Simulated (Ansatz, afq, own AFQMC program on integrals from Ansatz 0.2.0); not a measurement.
## WH⁺, septet in def2-TZVPP, levels against CCSDT(Q)

```yaml
atoms:
  - { symbol: W, position_ang: [0.0000, 0.0000, 0.0000] }
  - { symbol: H, position_ang: [0.0000, 0.0000, 7.1230] }
```

Basis def2-TZVPP with its core potentials. Noble-gas cores (and the filled d shells of Ga–Kr and In–Xe) are frozen. AFQMC by an in-house program on the Cholesky factors that Ansatz 0.2.0 writes for its CCSD(T) run. The CISD trial takes its coefficients from CCSD amplitudes. Released means that phaseless walkers are propagated on without the constraint, phases kept. Error bars are statistical, one sigma. No spin–orbit coupling. The metal's outer-core s and p shells are frozen, which shifts wave-function levels against functionals.

Determinant: UHF, the one that the program's search chose, which needn't be the lowest solution. The geometry is a point of a scan.

No full CI on the walks' own integrals is used here; CCSDT(Q) serves as the reference and is uncertain by about the last step of the cluster series.

Cautions: no spin-orbit coupling; outer-core shells of the metal frozen; lower spins were not checked; higher spins were not checked.

- T1 diagnostic: 0.0089
- weight of the determinant in the CISD state: 0.973
- ⟨S²⟩ of the determinant: 12.005
- size of the correlated space: 6 electrons in 66 orbitals

```
  level  correlation energy (eV)
    MP2                  -1.3046
   CCSD                  -1.4995
CCSD(T)                  -1.5250
```

Task: Estimate where phaseless AFQMC with a CISD trial lies against CCSD(T) on the same integrals.

Result: 0.00 ± 0.01 kcal/mol below CCSD(T). The gap is under twice the noise, so this walk alone can't tell the two apart.

Reference: CCSDT(Q), correlation energy -1.530 eV. The released energy is read at 4.20 1/Eh (meV from the phaseless value at times in 1/Eh: -2.2 ± 0.5 at 0.60, -3.6 ± 0.3 at 1.20, -4.5 ± 0.4 at 2.00, -5.3 ± 0.5 at 3.00, -3.0 ± 1.6 at 4.20).

| level | E − E(reference) (kcal/mol) | share of correlation (%) |
| --- | --- | --- |
| CCSD(T) | 0.11 | 99.70 |
| CCSDT | 0.01 | 99.98 |
| ph-AFQMC/HF | 1.62 ± 0.14 | 95.40 |
| ph-AFQMC/CISD | 0.11 ± 0.01 | 99.70 |
| released AFQMC | 0.04 ± 0.04 | 99.90 |

A walk keeps the symmetry of its determinant, which the program's search chose and which needn't be the lowest solution, so a lower state of the same spin and another symmetry isn't excluded. Released energies are given only where the last usable release times agree within the noise; a slower fall can still hide under it.
